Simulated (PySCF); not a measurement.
O₃.

```xyz
3

O      0.0000     1.0634     0.2113
O      0.0000     0.0000    -0.4227
O      0.0000    -1.0634     0.2113
```

Geometry optimised at PBE0-D3(BJ)/def2-TZVP. The molecule may have multireference character, which single-reference levels describe poorly.

These are KT2/pcSseg-2 (PySCF) values and carry that method's errors. Non-relativistic, no solvent.

Computed absolute GIAO shielding of each atom: isotropic value and principal components (ppm):
```csv
atom,σ(iso),σ11,σ22,σ33,span
O1,-1128.2,-2259.4,-1071.1,-54.1,2205.3
O2,-773.6,-1776.2,-566.8,22.3,1798.4
O3,-1128.2,-2259.4,-1071.1,-54.1,2205.3
```
